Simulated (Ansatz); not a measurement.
Na3H3. Total charge 0; singlet. Geometry relaxed at PBE0-D4/def2-TZVP.

Cartesian coordinates in Å:
```
Na -1.2583 1.5095 0.0379
Na 1.9163 0.3258 -0.2826
Na -0.6589 -1.8355 0.2440
H 0.7164 1.9959 -0.2662
H 1.3693 -1.6405 -0.0328
H -2.0848 -0.3551 0.2998
```

The structure comes from a short search, and lower isomers may exist.

(1) Estimate the harmonic wavenumbers at RKS PBE0-D4/def2-TZVP (Ansatz, unscaled). Is this a minimum?

Results:

(1) 108, 109, 181, 241, 241, 434, 702, 702, 791, 944, 1032, 1033 cm⁻¹. Yes, no mode is imaginary beyond noise. Zero-point energy 39.0 kJ/mol. Hardware: 4 threads of Arm Neoverse V2 on a shared host. Wall time 27 s.
